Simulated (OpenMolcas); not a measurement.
**AlF2 (SMILES [F][Al][F]) at ROCCSD/6-31G**

Aim: the energy change on altering one bond length of AlF2 at ROCCSD/6-31G, from 2 runs. 

The results are computed with OpenMolcas 26.06.

8 further runs of the same task are left out: 2 that didn't finish, 6 set aside as unsound or not needed.

## (1) Starting point

AlF2: 3 atoms, total charge 0, spin state doublet. As SMILES, `[F][Al][F]`. The coordinates come from a PBE0-D4/def2-TZVP relaxation.

Bond lengths: F1–Al2 1.647 Å, Al2–F3 1.647 Å. Angles: F1–Al2–F3 119.7°.

## (2) The energy at ROCCSD/6-31G

Input file input.xyz:

```xyz
3

F      0.533000    -1.361200     0.136400
Al     0.388700     0.275400     0.245200
F     -0.932500     1.021000    -0.394800
```

Input file run.input:

```
* AlF2 CCSD

&GATEWAY
  Coord=input.xyz
  Basis=6-31G
  Group=NoSym

&SEWARD

&SCF
  UHF
  Spin=2
  PrOrbitals=1

&RASSCF
  FileOrb=$Project.UnaOrb
  Spin=2
  Nactel=1 0 0
  Inactive=15
  Ras2=1
  OutOrbitals=Canonical
  OrbListing=Nothing

&MOTRA
  JobIph
  Frozen=7

&CCSDT
  CCSD
  Iterations=50
  Extrapolation=5 4
```

On the command line:

```bash
$ export MOLCAS_MEM=1860
$ pymolcas run.input > run.log
```

What it wrote, shortened:

```text
--- Start Module: gateway ---
[...]
--- Stop Module: gateway /rc=_RC_ALL_IS_WELL_ ---
[...]
      Basis functions           31
[...]
       Convergence after  11 Iterations
[...]
::    Total SCF energy                               -440.8261268849
[...]
      Total spin, S                                     0.5009473406
[...]
      Number of active orbitals                  1
[...]
      Spin quantum number                      0.5
[...]
      Active orbitals                            1
[...]
      Number of CSFs                             1
[...]
      Number of root(s) required                 1
[...]
      Convergence after  7 iterations
[...]
      printout of CI-coefficients larger than  0.05 for root  1
      energy=    -440.825522
      conf/sym  1     Coeff  Weight
             1  u   1.00000 1.00000
      Natural orbitals and occupation numbers for root  1
      sym 1:   1.000000
      ************************************************************************************************************************
      *                                                    Final results                                                     *
[...]
::    RASSCF root number  1 Total energy:   -440.82552228
[...]
      Total electronic charge=   31.000000
      Total            charge=   -0.000000
[...]
      Dipole Moment (debye):
      Origin of the operator (angstrom)=    0.0446    0.0149    0.0263
                   X=  2.0485E+00               Y=  1.5509E+00               Z=  1.3034E+00           Total=  2.8810E+00
      Quadrupole Moment (debye*angstrom):
[...]
--- Start Module: motra ---
[...]
      *** WARNING: Default frozen orbitals is overwritten by user input.
      *** Default values:   4
[...]
--- Stop Module: motra /rc=_RC_ALL_IS_WELL_ ---
--- Start Module: ccsdt ---
[...]
      Convergence after                    13  Iterations
      Total energy (diff) :    -441.09691350       0.00000009
[...]
--- Stop Module: ccsdt /rc=_RC_ALL_IS_WELL_ ---
[...]
```

Wall time 2.4 s (1 thread of Arm Neoverse V2, shared host); peak memory 0.37 GiB.

## (3) The distorted shape at the same level

Input file input.xyz:

```xyz
3

F      0.677300    -2.997804     0.027600
Al     0.388700     0.275400     0.245200
F     -0.932500     1.021000    -0.394800
```

Input file run.inp:

```
&GATEWAY
Coord = input.xyz
Basis = 6-31G
Group = NoSym
&SEWARD
&SCF
UHF
Spin = 2
PrOrbitals = 1
&RASSCF
FileOrb = $Project.UnaOrb
Spin = 2
Nactel = 1 0 0
Inactive = 15
Ras2 = 1
OutOrbitals = Canonical
OrbListing = Nothing
&MOTRA
JobIph
Frozen = 7
&CCSDT
CCSD
Iterations = 50
Extrapolation = 5 4
```

On the command line:

```bash
$ export MOLCAS_MEM=1860
$ pymolcas run.inp > run.log
```

What it wrote, shortened:

```text
--- Start Module: gateway ---
[...]
--- Stop Module: gateway /rc=_RC_ALL_IS_WELL_ ---
[...]
      Basis functions           31
[...]
       Convergence after  27 Iterations
[...]
::    Total SCF energy                               -440.7318440772
[...]
      Total spin, S                                     0.5017566425
[...]
      Number of active orbitals                  1
[...]
      Spin quantum number                      0.5
[...]
      Active orbitals                            1
[...]
      Number of CSFs                             1
[...]
      Number of root(s) required                 1
[...]
      Convergence after 16 iterations
[...]
      printout of CI-coefficients larger than  0.05 for root  1
      energy=    -440.731066
      conf/sym  1     Coeff  Weight
             1  u   1.00000 1.00000
      Natural orbitals and occupation numbers for root  1
      sym 1:   1.000000
      ************************************************************************************************************************
      *                                                    Final results                                                     *
[...]
::    RASSCF root number  1 Total energy:   -440.73106616
[...]
      Total electronic charge=   31.000000
      Total            charge=   -0.000000
[...]
      Dipole Moment (debye):
      Origin of the operator (angstrom)=    0.0868   -0.4636   -0.0055
                   X=  1.2795E+00               Y= -8.6789E-01               Z=  6.0305E-01           Total=  1.6595E+00
      Quadrupole Moment (debye*angstrom):
[...]
--- Start Module: motra ---
[...]
      *** WARNING: Default frozen orbitals is overwritten by user input.
      *** Default values:   4
[...]
--- Stop Module: motra /rc=_RC_ALL_IS_WELL_ ---
--- Start Module: ccsdt ---
[...]
      Convergence after                    32  Iterations
      Total energy (diff) :    -440.98017883       0.00000002
[...]
--- Stop Module: ccsdt /rc=_RC_ALL_IS_WELL_ ---
[...]
```

Wall time 3.3 s (1 thread of Arm Neoverse V2, shared host); peak memory 0.37 GiB.

## (4) Outcome

At ROCCSD/6-31G, 7 core orbitals frozen:

| quantity | value |
| --- | --- |
| first shape: total energy | -441.09691 Eh |
| distorted shape: total energy | -440.98018 Eh |
| energy change with the F1–Al2 bond stretched from 1.647 to 3.293 Å | 3.177 eV |

**Reading.** With the F1–Al2 bond stretched from 1.647 to 3.293 Å the energy rises by 3.18 eV (306 kJ/mol). The first shape isn't relaxed at this level, so the change isn't measured from a minimum.
